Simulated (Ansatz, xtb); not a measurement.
## C4H8O2: 3 structures ranked

3 gas-phase structures of C4H8O2, from a drawn sample of its isomers (lower ones may exist). Each was relaxed with GFN2-xTB; where two conformers were screened, the lower at r2SCAN-D4/def2-SVP is listed:

A. `CO[C@@]1(C)CO1`, a singlet
B. `CO[C@@H]1O[C@@H]1C`, a singlet
C. `CO[C@@H]1O[C@H]1C`, a singlet

**Question.** Estimate their order in r2SCAN-D4/def2-SVP energy at these geometries, lowest first.

**Answer.** Calculated order at r2SCAN-D4/def2-SVP: B (0.0), C (1.7), A (2.7) kJ/mol. Less than 1 kcal/mol parts B and C; C and A, so the order within those pairs means little.

Energies above the lowest of each column, in kJ/mol; the last columns are at PBE-D3(BJ)/def2-SVP geometries:

| structure | GFN2-xTB | HF/STO-3G | r2SCAN-D4/def2-SVP | PBE-D3(BJ)/def2-SVP | CCSD(T)/def2-SVP + ΔMP2/def2-TZVPP |
| --- | --- | --- | --- | --- | --- |
| B | 1.6 | 0.5 | 0.0 | 0.0 | 0.2 |
| C | 0.0 | 0.0 | 1.7 | 1.1 | 0.0 |
| A | 0.8 | 0.4 | 2.7 | 3.9 | 0.4 |

CCSD(T)/def2-SVP + ΔMP2/def2-TZVPP has A and B and C within 1 kcal/mol of each other at the bottom, and every level picks one of them. CCSD(T)/def2-SVP + ΔMP2/def2-TZVPP orders those it was run on as C (0.0), B (0.2), A (0.4) kJ/mol. Less than 1 kcal/mol parts C and B; B and A, so the order within those pairs means little. Flexible structures stand in one conformer each, not always the lowest. ΔMP2 is the change of the MP2 energy from the smaller to the larger basis.

Programs: Ansatz 0.2.0, xtb 6.7.1.
